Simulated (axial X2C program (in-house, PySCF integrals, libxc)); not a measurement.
## Potential curves of LiN⁺, 2c

Calculated with an axial X2C code built on PySCF integrals. Two-component (2c) means X2C with spin–orbit coupling and atomic mean-field two-electron Coulomb and Gaunt terms. Basis: N dyall-av3z [7s7p3d2f], Li dyall-cv3z [7s8p2d] (cores contracted in-house); Gaussian nuclei, density fitting, unrestricted open shells. Masses: N 14.003 u, Li 7.016 u.

State: Ω = 3/2 (⟨Sz⟩ = 1.50, ⟨Lz⟩ = 0.00 at HF). Energies in eV from the fragments at the same level (N + Li+). Fits are polynomials in 1 − R0/R over 0.85 to 1.23 times the lowest point R0.

```
 R (Å)     CCSD       HF
1.9462           -0.1343
2.0357  -0.1637  -0.1841
2.1028  -0.1876  -0.2041
2.1699  -0.2005  -0.2136
2.2370  -0.2055  -0.2156
2.3153  -0.2043  -0.2114
2.3936  -0.1980  -0.2027
2.4943  -0.1853  -0.1876
2.6173           -0.1668
2.7963           -0.1369
```

Correlated methods: 5 electrons correlated (number of frozen shells: N 1 s; Li 1 s), 173 virtual spin orbitals or spinors in MP2, 53 natural virtuals in coupled cluster.

The state is a single determinant with fixed occupations, the lowest that a limited PBE0 search found. De is counted from the lowest determinant-based energies of the atoms at the same level, without counterpoise correction. CCSD ran in a truncated set of natural virtual spinors with an MP2 remainder; without triples it tends to underbind. With several unpaired electrons one determinant need not be a pure state. This is the top spin component of a Σ state; components of lower Ω are not single determinants and can lie lower. Coupled cluster ran on the points near the minimum only. MP2 and coupled cluster on one determinant become unreliable at the stretched end.

(1) Fit the CCSD curve near its minimum: give the equilibrium distance, the harmonic wavenumber and the well depth.

(2) What are Re, ωe and De at the HF level?

## Answers

(1) At CCSD, 2c: Re = 2.260 Å, ωe ≈ 254 cm⁻¹, De = 0.21 eV to N + Li+; Be follows as 0.706 cm⁻¹.

(2) At HF, 2c: Re = 2.225 Å, ωe ≈ 268 cm⁻¹, De = 0.22 eV to N + Li+; Be follows as 0.728 cm⁻¹.
